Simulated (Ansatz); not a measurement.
Relaxing a trial structure of BH2NSi

The starting geometry of this gas-phase singlet was optimised with GFN2-xTB.

```xyz
5

B    -0.3203   -1.9471   -3.2177
N    -0.2123   -0.6206   -3.2743
Si    1.3865   -1.1636   -3.7482
H    -0.8382   -2.9602   -3.0427
H     2.0562    0.1114   -3.9735
```

Predict what it relaxes into with PBE-D3(BJ)/def2-SVP.

A bond breaks, leaving `B=N[SiH]`. Contacts that open: B1–Si3 (1.95 → 3.00 Å).

The energy falls by 0.92 eV over 14 steps:

| step | E − E(last) (eV) |
| --- | --- |
| 1 | 0.922 |
| 2 | 0.818 |
| 4 | 0.741 |
| 5 | 0.696 |
| 7 | 0.505 |
| 8 | 0.379 |
| 10 | 0.084 |
| 11 | 0.015 |
| 13 | 0.000 |
| 14 | 0.000 |

Final geometry (Å):

```xyz
5

B    -0.5766   -2.1060   -3.1373
N     0.4937   -1.5010   -3.4719
Si    2.0523   -0.9055   -3.9541
H    -1.5760   -2.6706   -2.8248
H     1.6785    0.6031   -3.8683
```

The end wasn't checked by frequencies. Run with Ansatz 0.2.0, 17 s on 1 thread of Arm Neoverse V1, on a shared host.
